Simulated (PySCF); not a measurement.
Electronic absorption of H4OSi

Species: H₄OSi.
Numbering: `[OH:1][SiH3:2]` (hydrogens: H3 on O1; H4, H5, H6 on Si2)

Method: TDDFT CAM-B3LYP/def2-SVPD, vertical, gas phase, core orbitals frozen in the response in PySCF. Isolated species at its PBE0-D3(BJ)/def2-SVP geometry, gas phase.

```csv
state,E (eV),λ (nm),f,|μ| (D),symmetry,"main configurations (H = HOMO, L = LUMO)"
S1,7.13,173.9,0.0026,0.31,A″,H→L (94%)
S2,7.90,157.0,0.012,0.63,A′,H-1→L (91%)
S3,8.53,145.4,0.033,1.02,A″,H→L+1 (85%)
S4,8.87,139.8,0.020,0.77,A″,"H→L+2 (69%), H→L+3 (17%), H-1→L+4 (10%)"
S5,8.98,138.1,0.096,1.68,A″,"H-2→L (43%), H→L+3 (36%), H→L+2 (9%)"
S6,9.09,136.4,0.056,1.27,A′,"H-1→L+1 (81%), H-3→L (11%)"
S7,9.28,133.6,0.025,0.85,A′,"H-3→L (36%), H→L+4 (36%), H-1→L+2 (11%)"
S8,9.51,130.4,0.196,2.33,A′,"H→L+4 (59%), H-3→L (21%)"
S9,9.66,128.3,0.0002,0.07,–,"H-2→L (45%), H→L+3 (34%)"
S10,9.84,126.0,0.115,1.75,A″,H-1→L+4 (76%)
```

Triplets, Tamm–Dancoff:

```csv
state,E (eV),λ (nm),"main configurations (H = HOMO, L = LUMO)"
T1,6.75,183.7,H→L (90%)
T2,7.44,166.6,H-1→L (85%)
T3,8.13,152.5,"H→L+1 (69%), H→L+2 (9%)"
T4,8.27,149.9,"H→L+2 (61%), H-2→L (23%)"
```

The lowest singlet lies at 7.13 eV (174 nm, vacuum ultraviolet) and is very weak; its leading configuration is HOMO→LUMO (94%). The most intense listed level is S8 at 9.51 eV (130 nm, f = 0.196), 2.38 eV above S1. Löwdin shares by element: HOMO oxygen 40%, hydrogen 32% or more, silicon 25%; LUMO silicon 33%, oxygen 31%, hydrogen 23% or more. Weighted by f, the mean energy of these states is 9.31 eV. Of the 10 states listed, 8 reach f = 0.01 and 1 stays under 0.0005. The listed states span 2.71 eV, and the widest gap between neighbours is 0.77 eV (S1 to S2). The vertical ionisation energy (ΔSCF) is 11.45 eV, 1.61 eV above S10. Symmetry labels in Cs follow from the direction of the transition dipole and are given only for states with f of 0.002 or more. Singlets were solved by full linear response, triplets in the Tamm–Dancoff approximation.
